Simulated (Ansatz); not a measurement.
Mulliken charges of CH$_{5}$B, SMILES `BC` from PBE/def2-TZVPP in Ansatz (PBE0-D4/def2-TZVP geometry).

| atom | x (Å) | y (Å) | z (Å) | charge (e) |
| --- | --- | --- | --- | --- |
| B1 | -0.244 | -0.850 | 0.043 | -0.034 |
| C2 | 0.146 | 0.648 | 0.009 | -0.310 |
| H3 | 0.304 | -1.613 | 0.788 | 0.015 |
| H4 | -1.055 | -1.293 | -0.721 | 0.015 |
| H5 | 0.564 | 1.040 | 0.938 | 0.107 |
| H6 | 0.969 | 0.680 | -0.727 | 0.100 |
| H7 | -0.622 | 1.320 | -0.377 | 0.107 |

By hand: the dipole of these point charges (1 e Å = 4.8032 D).

Σ q r = (0.042, 0.105, -0.016) e Å, of length 0.114 e Å = 0.55 D.

How does the dipole of the full density compare? (Best estimate.)

Ansatz gave: (0.058, 0.150, -0.020) e Å, 0.78 D; the point charges give 0.71 times that, at 1° from its direction.

Point charges leave out the atoms' own dipoles, such as those of lone pairs, and Mulliken's split depends on the basis, so the two needn't agree.
